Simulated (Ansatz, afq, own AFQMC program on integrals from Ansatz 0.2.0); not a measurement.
Integrals from Ansatz 0.2.0, then the random walk in our own AFQMC program (afq).

```yaml
crystal:
  periodic: [false, false, false]
  atoms:
    - {symbol: Ge, position_ang: [0.000000, 0.000000, 0.269193]}
    - {symbol: O, position_ang: [0.000000, 0.000000, -1.363087]}
    - {symbol: H, position_ang: [0.000000, 1.286605, 1.118308]}
    - {symbol: H, position_ang: [0.000000, -1.286605, 1.118308]}
basis:
  gaussian: {orbitals: cc-pVDZ}
magnetization: {spin_polarized: false}
correlation: {method: ccsd_t, electrons: outside_noble_gas, hamiltonian_folder: ham}
```

```sh
$ ansatz run in.yaml --threads 1 --pin off --events-out ev --progress --plain --max-ram 1382MiB
```

afq runs on the folder ham with

```
--method phaseless --trial cisd --walkers 60 --populations 1 --least-time 40 --time-step 0.005 --steps-per-block 50 --equilibration-blocks 28 --max-blocks 300 --target-error 0.00042 --factor-cut 1e-05 --seed 3478 --release-times 0.24,0.51,0.99,1.62,2.4 --release-step 0.03 --release-every 4 --taylor-order 6
```

Times are imaginary, in 1/Eh. The walk had a cap of 513 s. Filled inner d shells are frozen with the cores.

Output of the walk:

```
orbitals 36  electrons 6 6  factors 287 of 544
reference energy -2151.29568018 Eh
CCSD correlation -0.30801891 Eh in 11 cycles, weight of the determinant in the CISD state 0.8655
energy of the start -2151.603699 Eh
 block  time / (1/Eh)  mean weight  energy / Eh
     1     0.250  1.0009  -2151.599473
     2     0.500  0.9965  -2151.603685
     3     0.750  1.0006  -2151.604619
     4     1.000  1.0002  -2151.614184
     5     1.250  1.0005  -2151.620530
     9     2.250  1.0018  -2151.606017
    33     8.250  0.9991  -2151.611403
    49    12.250  1.0014  -2151.639968
    65    16.250  1.0020  -2151.613577
    97    24.250  0.9997  -2151.612422
   129    32.250  0.9991  -2151.630930
   161    40.250  0.9974  -2151.624184
   193    48.250  1.0000  -2151.614551
   217    54.250  1.0036  -2151.604945
   225    56.250  0.9998  -2151.610727
   257    64.250  1.0023  -2151.626957
   289    72.250  1.0009  -2151.612586
   321    80.250  0.9982  -2151.621738
blocks merged  error / Eh  count
     1  0.000548  300
     2  0.000690  150
     4  0.000819  75
     8  0.000929  37
    16  0.000982  18
    32  0.001204  9
released: time / (1/Eh)  energy / Eh  error  mean overlap
  0.24  -2151.615759  0.000822  1.0035
  0.51  -2151.617505  0.000864  0.9931
  0.99  -2151.617517  0.000719  0.9881
  1.62  -2151.617360  0.000967  0.9971
  2.40  -2151.617906  0.001308  0.9962
energy -2151.616174 +/- 0.000982 Eh
(rows thinned)
```

The run passed its tests (sampling time, drift between the halves within three errors, error under three times the target), which doesn't prove that it has relaxed. The second half of the sampling lies above the first by 1.6 errors of their difference, so the energy may still be moving and its error bar be too small.

Against this walk (error 26.7 meV) on the same determinant: CCSD(T) 24.0 meV higher (within the noise), CCSDT(Q) 43.0 meV lower (within the noise). The error is statistical and leaves out the bias of the constraint. Released to 2.40 1/Eh the energy moves by -47 ± 45 meV (both errors), within twice the noise.

Cautions: constraint bias not in the error; error above the target (26.7 against 11.4 meV); no relativity below Rb; no spin-orbit coupling; inner d shell frozen; higher spins were not checked; restricted determinant unstable towards unrestricted (UHF 8 meV lower, ⟨S²⟩ 0.22); raised T1 diagnostic (T1 0.031, weight of the determinant 0.87, largest double 0.11); the bias of populations of 60 walkers isn't removed.

The walk took 3.3 min on 1 thread of Intel(R) Xeon(R) 6975P-C (Granite Rapids) (shared host). The log's last line is the phaseless energy.

CCSDT and higher add their correlation energy to the determinant of the CCSD(T) run, since their own runs factorise the integrals more tightly (a shift of under 2 meV). A walk keeps the symmetry of its determinant, which the program's search chose and which needn't be the lowest solution, so a lower state of the same spin and another symmetry isn't excluded.
